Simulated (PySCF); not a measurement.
## Atomic charges against the basis set

Species: C₂H₃P.
Structure used (PBE0-D3(BJ)/def2-SVP), in Å, numbered top down from 1:
```
atom  x, y, z in Å
C1    -0.600   -0.033    0.006
C2     0.852   -0.022   -0.009
P3     2.399   -0.010   -0.025
H4    -1.001   -0.574   -0.867
H5    -0.983   -0.527    0.915
H6    -1.005    0.992   -0.016
```

PBE0 throughout (PySCF), one geometry, spherical d and f functions. Geometry: PBE0-D3(BJ)/def2-SVP; no solvent, vibrations or thermal averaging. Atoms taken as equivalent share a column and are averaged.

Mulliken charges (e):

```
        basis  functions      C1      C2      P3  H4/H5/H6
       STO-3G         22  -0.256  -0.275  +0.243    +0.096
        6-31G         37  -0.568  -0.243  +0.162    +0.216
       6-31G*         52  -0.607  -0.031  -0.029    +0.222
     def2-SVP         61  -0.051  -0.207  +0.003    +0.085
6-311+G(2d,p)        107  -0.607  +0.191  -0.127    +0.181
    def2-TZVP        117  -0.329  -0.063  -0.075    +0.156
```

IAO charges (e):

| basis | functions | C1 | C2 | P3 | H4/H5/H6 |
| --- | --- | --- | --- | --- | --- |
| STO-3G | 22 | -0.421 | -0.370 | +0.348 | +0.147 |
| 6-31G | 37 | -0.450 | -0.253 | +0.155 | +0.183 |
| 6-31G* | 52 | -0.433 | -0.273 | +0.180 | +0.175 |
| def2-SVP | 61 | -0.424 | -0.285 | +0.197 | +0.171 |
| 6-311+G(2d,p) | 107 | -0.445 | -0.291 | +0.198 | +0.179 |
| def2-TZVP | 117 | -0.443 | -0.292 | +0.200 | +0.178 |

Hirshfeld charges (e):

```csv
basis,functions,C1,C2,P3,H4/H5/H6
STO-3G,22,-0.020,-0.139,+0.078,+0.027
6-31G,37,-0.078,-0.088,-0.020,+0.062
6-31G*,52,-0.078,-0.082,-0.025,+0.062
def2-SVP,61,-0.099,-0.088,-0.001,+0.062
"6-311+G(2d,p)",107,-0.102,-0.101,+0.009,+0.065
def2-TZVP,117,-0.105,-0.095,+0.004,+0.065
```

Q: Which scheme is steadiest as the basis changes?

A: Largest range over the bases for any column: Hirshfeld 0.10 e, IAO 0.19 e, Mulliken 0.56 e. Hirshfeld charges move least and Mulliken charges most, counted in e. Without the minimal STO-3G basis the ranges are Hirshfeld 0.03, IAO 0.05, Mulliken 0.56 e.

Q: How much do the charges still move between the two largest bases, 6-311+G(2d,p) and def2-TZVP?

A: At most, over all atoms: Mulliken 0.278 e, IAO 0.002 e, Hirshfeld 0.007 e.

Q: What do the same runs give for the total energy, the frontier levels and the dipole moment?

A: 
| basis | energy (Eh) | HOMO (eV) | LUMO (eV) | μ (D) |
| --- | --- | --- | --- | --- |
| STO-3G | -414.2869 | -4.41 | 3.62 | 0.65 |
| 6-31G | -419.0292 | -7.57 | -0.67 | 2.21 |
| 6-31G* | -419.0716 | -7.37 | -0.73 | 1.94 |
| def2-SVP | -418.9283 | -7.41 | -0.75 | 1.71 |
| 6-311+G(2d,p) | -419.1217 | -7.48 | -1.04 | 1.66 |
| def2-TZVP | -419.1292 | -7.45 | -0.97 | 1.65 |

The dipole is fixed by the density alone, so its range of 1.56 D shows that the density itself changes with the basis, not only its division among atoms.
